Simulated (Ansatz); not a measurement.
Relaxation of AlH$_{3}$MgS (6 atoms, charge 0, multiplicity 1), to a largest force component of 0.02 eV/Å in at most 50 steps.

Method: UKS PBE/def2-SVP (Ansatz).

```xyz
6
Properties=species:S:1:pos:R:3:forces:R:3
Mg -1.831 -0.423 -1.197 -0.64 -0.38 0.00
Al 0.369 0.380 -0.094 1.13 1.01 -0.51
S 1.077 -0.509 1.814 -1.52 -0.45 -0.81
H -3.279 -1.126 -1.728 -0.29 -0.04 -0.26
H 0.299 -1.368 2.563 -0.80 -1.54 1.78
H 2.194 0.204 1.692 2.12 1.40 -0.19
```

Problem. Where does it end, and by what steps?

Solution. The forces met the threshold. After 14 steps the energy has fallen by 1.797 eV; Al2 moved furthest, 0.93 Å.

| step | energy less start (eV) | largest force component (eV/Å) | accepted |
| --- | --- | --- | --- |
| 0 | 0.0000 | 2.121 | yes |
| 1 | -0.5894 | 0.999 | yes |
| 2 | -0.7922 | 0.430 | yes |
| 3 | -0.9791 | 1.058 | yes |
| 4 | -1.3118 | 1.250 | yes |
| 5 | -1.5641 | 1.095 | yes |
| 6 | -1.6648 | 0.798 | yes |
| 7 | -1.7175 | 0.618 | yes |
| 8 | -1.7513 | 0.245 | yes |
| 9 | -1.7756 | 0.117 | yes |
| 10 | -1.7888 | 0.158 | yes |
| 11 | -1.7927 | 0.144 | yes |
| 12 | -1.7959 | 0.109 | yes |
| 13 | -1.7967 | 0.031 | yes |
| 14 | -1.7972 | 0.006 | yes |

```xyz
6
Properties=species:S:1:pos:R:3
Mg -1.633 -0.495 -0.924
Al 0.826 0.965 -0.658
S 0.809 -0.361 1.362
H -3.140 -1.347 -1.152
H 0.136 -1.307 2.126
H 1.829 -0.294 2.296
```

Whether the end is a true minimum wasn't checked by a vibrational analysis.

Run time: 40 s on 2 threads of Arm Neoverse V1 (shared host), peak memory 0.17 GiB.
